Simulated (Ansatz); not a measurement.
# Several solutions for doublet CO(+)

| atom | x (Å) | y (Å) | z (Å) |
| --- | --- | --- | --- |
| C | 0.0000 | 0.0000 | 0.0000 |
| O | 0.0000 | 0.0000 | 2.5645 |

Basis set: 6-31G (spherical functions). Charge 1, multiplicity 2.

UHF was run from several starts with Ansatz (development build ahead of 0.2.0).

| run | program | start | converged | energy (hartree) | <S²> |
| --- | --- | --- | --- | --- | --- |
| A | Ansatz | atomic start, no search | yes | -112.02003 | 1.71 |
| B | Ansatz | stability test followed | yes | -112.03581 | 1.75 |
| C | Ansatz | search for the lowest state | yes | -112.08254 | 1.80 |

Question: Which runs reached the lowest solution of this kind, and what is wrong with the others?

Answer: C reached the lowest solution found. Converged but too high: A by 1.70 eV, B by 1.27 eV. Convergence only shows a stationary point, and even a stable one can lie too high; stability tests and further starts are what find lower ones. Caution: the unrestricted determinant is a mixture of spin states.
